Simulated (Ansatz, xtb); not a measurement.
## Redistribution: C3H5Cl + C2H3F → C3H5F + C2H3Cl

Species: C3H5Cl `C/C=C/Cl`, singlet; C2H3F `C=CF`, singlet; C3H5F `C/C=C/F`, singlet; C2H3Cl `C=CCl`, singlet. The partners trade Cl for F; both sit on C, so the bond types are kept.

Shapes, held fixed at every level: PBE0-D4/def2-TZVP. Programs: Ansatz 0.2.0, xtb 6.7.1. The zero-point and thermal change to 298 K, harmonic and unscaled (PBE0-D4/def2-TZVP), is +0.1 kJ/mol.

```tsv
level	kind	ΔH(298 K) (kJ/mol)	less CCSD(T)/CBS estimate
GFN2-xTB	semi-empirical	+1.7	-2.0
r2SCAN-D4/def2-TZVPP	meta-GGA	+4.0	+0.3
B3LYP-D4/def2-TZVPP	global hybrid	+3.8	+0.1
r2SCAN0-D4/def2-TZVPP	global hybrid	+4.1	+0.4
wB97M-V/def2-TZVPP	range-separated hybrid	+3.6	-0.1
wB97X-V/def2-TZVPP	range-separated hybrid	+3.7	0.0
CCSD/def2-TZVPP	coupled cluster or CI	+3.5	-0.2
CCSD(T)/CBS estimate	coupled cluster or CI	+3.7	0.0
```

The highest level, CCSD(T)/CBS estimate, gives ΔH(298 K) = +3.7 kJ/mol; the levels span +1.7 to +4.1. That is about zero within the method's error. The column of differences is taken from that level and isn't an error. No measured value is set beside it here. The CBS estimate extrapolates MP2 from def2-TZVPP and def2-QZVPP and adds CCSD(T) − MP2 in the triple-zeta set, cores frozen.
